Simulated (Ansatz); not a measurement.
Cartesian coordinates in Å:
```
C -0.1373 1.5180 0.4214
N -0.2944 0.4268 -0.5147
C -0.0268 -0.8585 0.0678
S -0.3966 -2.1309 -1.1781
H -0.3137 2.4651 -0.0908
H 0.8560 1.5621 0.8979
H -0.8827 1.4281 1.2163
H 0.2872 0.5582 -1.3326
H -0.6844 -0.9899 0.9308
H 1.0100 -1.0012 0.4093
H 0.5827 -2.9778 -0.8273
```

The species carries charge 0 and has multiplicity 1.

List the PBE0/def2-TZVPP orbital energies in eV (the Gaussian-basis code of Ansatz). (Estimate.)

Computed: Occupied: -2422.21, -391.29, -279.70, -278.75, -217.54, -161.39, -161.30, -161.15, -25.81, -21.45, -18.90, -17.43, -13.97, -13.22, -12.74, -11.49, -10.77, -10.54, -9.38, -7.02, -6.62. Lowest empty: 0.44, 1.35, 1.79, 2.16, 2.67, 3.04, 3.31, 3.86.
